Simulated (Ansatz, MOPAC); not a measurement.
Barrier height from H + CH4 (SMILES C) to the transition structure CH5, without zero-point energy, on the benchmark's geometries as Psi4's copy of the set gives them.
Transition structure (charge 0, multiplicity 2):
```xyz
6

C      0.000     0.265     0.000
H      1.053     0.517     0.000
H     -0.527     0.517     0.912
H     -0.527     0.517    -0.912
H      0.000    -1.118     0.000
H      0.000    -2.022     0.000
```
Reactant (charge 0, multiplicity 1):
```xyz
5

C      0.0000     0.0000     0.0000
H      0.0000     1.0874     0.0000
H     -0.5126    -0.3625     0.8879
H     -0.5126    -0.3625    -0.8879
H      1.0253    -0.3625     0.0000
```

Open shells are unrestricted; no spin–orbit coupling.

Correlated levels freeze the cores. CBS(a, b) extrapolates the correlation energy as X⁻³ and adds the Hartree–Fock energy of set b. The state that AM1, PM3, PM6, PM7 reach isn't checked; PM7 holds dispersion and hydrogen-bond terms.

Codes used: Ansatz (Gaussian orbitals); MOPAC for AM1, PM3, PM6, PM7 (differences of heats of formation). 

Other levels give for the barrier height: PBE/def2-TZVPPD 38.7; B3LYP/def2-TZVPPD 39.8; wB97M-V/def2-TZVPPD 59.7; CCSD(T)/CBS(aug-cc-pVDZ, aug-cc-pVTZ) 61.4 kJ/mol.

Problem. What do these common cheap choices give for the same quantity: AM1, PM3, PM6, PM7?

Solution. AM1 -8.6; PM3 -46.9; PM6 -66.6; PM7 -72.7 kJ/mol. They span -72.7 to -8.6 kJ/mol.

The set's own value is 15.3 kcal/mol (Zhao et al., J. Phys. Chem. A 109, 2012 (2005), HTBH38), an estimate for the real system.

Ansatz is an electronic-structure program.
